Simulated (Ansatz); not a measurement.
`NC=C(F)F` + HCl → `FC(F)=CCl` + NH₃ at 500 K and 1 bar (substitution at a C–N bond).

Program: Ansatz. Geometries: PBE0-D4/def2-TZVP. ΔE: electronic, gas phase. CCSD(T)/CBS adds triple-zeta CCSD(T) − MP2 to the extrapolated MP2 energy (def2 sets, frozen cores). This one scheme is used for every species. Each species was taken in one conformer, which may not be the lowest.

| species | CCSD(T)/CBS energy (Eh) | H − E (kJ/mol) | S (J/(mol·K)) |
| --- | --- | --- | --- |
| `NC=C(F)F` | -332.15047 | 178.4 | 349.4 |
| HCl | -460.38127 | 32.5 | 201.9 |
| `FC(F)=CCl` | -736.01906 | 105.6 | 344.3 |
| NH₃ | -56.50880 | 108.2 | 211.8 |

H − E and S are ideal-gas, rigid-rotor, harmonic terms from PBE0-D4/def2-TZVP, for one conformer and one mirror image of each species. 1 Eh = 2625.50 kJ/mol, R = 8.31446 J/(mol·K).

Problem. By hand: ΔE, ΔH, ΔS and ΔG.

Solution. ΔE = (-736.01906) + (-56.50880) − (-332.15047) − (-460.38127) = 0.00388 Eh = 10.2 kJ/mol. Δ(H − E) = 105.6 + 108.2 − 178.4 − 32.5 = 2.9, so ΔH = 13.1 kJ/mol. ΔS = 344.3 + 211.8 − 349.4 − 201.9 = 4.8 J/(mol·K). ΔG = 13.1 − 500 × (4.8)/1000 = 10.7 kJ/mol.

Problem. By hand: the equilibrium constant, and the temperature at which ΔG would vanish if ΔH and ΔS stayed fixed.

Solution. log₁₀ K = −ΔG/(RT ln 10) = -1.1. ΔG = 0 at ΔH/ΔS = 2729 K, far beyond where these terms or the molecules hold.

The number of gas molecules stays the same, so ΔS is small and ΔH decides. A doubt of 5 kJ/mol in ΔE shifts log₁₀ K by 0.5 here. Other conformers and mirror images would add mixing entropy, several J/(mol·K) or more a flexible species. These are equilibria of isolated gas molecules and say nothing of rates. Largest T1 diagnostic: 0.012 (customary marks: 0.02 for closed shells, 0.045 for open ones).
